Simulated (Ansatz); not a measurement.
## ScAl: computed properties

The calculation used Ansatz 0.2.0, DFT PBEsol, scalar-relativistic, plane waves, PAW.

Cutoff 420 eV; k points 14×14×10 on the computed 4-atom cell (Γ-centred); Gaussian smearing, width 0.10 eV; no spin polarisation.

The structure is relaxed at this level of theory with its symmetry kept. Whether it is the stable form of this composition wasn't checked.

```xyz
4
Lattice="1.6454 -5.5086 0.0000 1.6454 5.5086 0.0000 0.0000 0.0000 4.3368" Properties=species:S:1:pos:R:3 pbc="T T T"
Sc    1.6454   -3.7157    1.0842
Sc    1.6454    3.7157    3.2526
Al    1.6454   -0.7669    1.0842
Al    1.6454    0.7669    3.2526
```

Question: Formation energy from the elements' standard states (uncorrected)?

Answer: -0.409 eV/atom.

Question: Density of states at the Fermi level?

Answer: 5.14 states/eV per cell.

Question: Löwdin character within 0.5 eV of the Fermi level?

Answer: Sc 3d 74 %, Al 3p 17 %, unprojected 5 %.

Question: Bulk modulus?

Answer: 76 GPa.

Question: Its pressure derivative?

Answer: 3.8.

Question: Bader charges (e)?

Answer: Sc (2 in the cell) 1.10, Al (2 in the cell) -1.10.